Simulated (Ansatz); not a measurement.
`C/C=C/N` + H₂O → `C/C=C/O` + NH₃ at 600 K and 1 bar (formal hydrolysis of a C–N bond).

Computed with Ansatz on PBE0-D4/def2-TZVP structures; ΔE is electronic, products minus reactants. CCSD(T)/CBS adds triple-zeta CCSD(T) − MP2 to the extrapolated MP2 energy (def2 sets, frozen cores). This one scheme is used for every species. Double bonds are as drawn, so ΔE can hold a change between cis and trans. One conformer a species, not always the lowest.

| species | CCSD(T)/CBS energy (Eh) | H − E (kJ/mol) | S (J/(mol·K)) |
| --- | --- | --- | --- |
| `C/C=C/N` | -173.05160 | 306.3 | 370.1 |
| H₂O | -76.37941 | 76.8 | 212.8 |
| `C/C=C/O` | -192.91632 | 270.7 | 360.4 |
| NH₃ | -56.50880 | 112.4 | 219.5 |

H − E and S are ideal-gas, rigid-rotor, harmonic terms from PBE0-D4/def2-TZVP, for one conformer and one mirror image of each species. 1 Eh = 2625.50 kJ/mol, R = 8.31446 J/(mol·K).

Question: By hand: ΔE, ΔH, ΔS and ΔG.

Answer: ΔE = (-192.91632) + (-56.50880) − (-173.05160) − (-76.37941) = 0.00589 Eh = 15.5 kJ/mol. Δ(H − E) = 270.7 + 112.4 − 306.3 − 76.8 = 0.0, so ΔH = 15.5 kJ/mol. ΔS = 360.4 + 219.5 − 370.1 − 212.8 = -3.0 J/(mol·K). ΔG = 15.5 − 600 × (-3.0)/1000 = 17.3 kJ/mol.

Question: By hand: the equilibrium constant, and the temperature at which ΔG would vanish if ΔH and ΔS stayed fixed.

Answer: log₁₀ K = −ΔG/(RT ln 10) = -1.5. ΔH and −TΔS have one sign here, so there is no such temperature. One of them is within its doubt of zero, so this could turn.

The number of gas molecules stays the same, so ΔS is small and ΔH decides. A doubt of 5 kJ/mol in ΔE shifts log₁₀ K by 0.4 here. Other conformers and mirror images would add mixing entropy, several J/(mol·K) or more a flexible species. These are equilibria of isolated gas molecules and say nothing of rates. Largest T1 diagnostic: 0.011 (customary marks: 0.02 for closed shells, 0.045 for open ones).
